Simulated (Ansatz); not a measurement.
# How the elastic constant C33 of 1T (CdI2-type) PtS₂ moves with the method

No measured value is used here.

| level (code) | value (GPa) | cell (Å³/atom) |
|---|---|---|
| LDA (Ansatz) | 49.6 | 16.60 |
| PBE (Ansatz) | 1.61 | 23.91 |
| PBEsol (Ansatz) | 19.8 | 17.56 |
| PBE-D3(BJ)+SOC (Ansatz) | 38.1 | 17.36 |
| PBE-D4 (Ansatz) | [?] | 17.38 |
| r²SCAN (Ansatz) | 10.7 | 20.41 |
| r²SCAN+rVV10 (Ansatz) | [?] | 18.67 |

Problem. What belongs in the gaps?

Solution. 
- PBE-D4 (Ansatz, an electronic-structure program), value (GPa): 37.4
- r²SCAN+rVV10 (Ansatz), value (GPa): 23.8

Density-functional levels without +SOC have no spin–orbit coupling. LDA: the solid has no gap at this level, which affects its response. LDA: LDA has no dispersion term either, though it tends to give short spacings of layers, chains or molecules. PBE, PBEsol, r²SCAN: the cell comes from a level without a dispersion term, which matters for the spacing of layers, chains or molecules. PBE-D4: the dispersion coefficients are held fixed in the derivatives. Each level is taken at its own relaxed cell. Cutoffs and k meshes differ between the levels. Ansatz's density-functional and Hartree–Fock values are scalar-relativistic unless marked +SOC, with PAW data made under PBE.
